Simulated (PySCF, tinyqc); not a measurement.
A ladder of methods, and size consistency: correlation methods against full CI in the sto-3g basis, for HF, spin multiplicity 1. Computed by the program tinyqc with PySCF. All electrons correlated; +Q is the Davidson correction (1 - c0^2) E_corr. The last columns treat two copies 100 angstrom apart as one system. FCI is the lowest singlet.

Geometry (angstrom):
```
atom       x       y       z
F     0.0000  0.0000  0.0000
H     0.0000  0.0000  1.2350
```

RHF energy of one = -98.511428 hartree

Correlation energies (hartree):
```
method   E_corr of one  share of FCI (%)  E_corr of two at 100 angstrom  two minus twice one (mhartree)
MP2           -0.03555            59.306                       -0.07111                           0.000
CISD          -0.05995           100.000                       -0.11374                           6.159
CISD+Q        -0.06337           105.709                       -0.12486                           1.890
CCSD          -0.05995           100.000                       -0.11990                           0.000
CCSD(T)       -0.05995           100.000                       -0.11990                           0.000
FCI           -0.05995           100.000                              -                               -
```

What does the comparison show, and why?

MP2 recovers 59 %, CISD 100.0 % and CCSD 100.0 % of the FCI value (c0^2 = 0.943 in CISD). MP2 and coupled cluster are size consistent, so their last column vanishes; CISD loses 6.16 mhartree, since a double excitation on each copy is a quadruple of the pair, and the Davidson correction leaves +1.89. With two electrons, or one virtual orbital, CISD and CCSD are exact for one copy, so +Q overshoots there. The restricted reference is unstable here: a spin-polarised solution lies 0.0012 hartree lower (PySCF), so results built on it describe a poor reference.
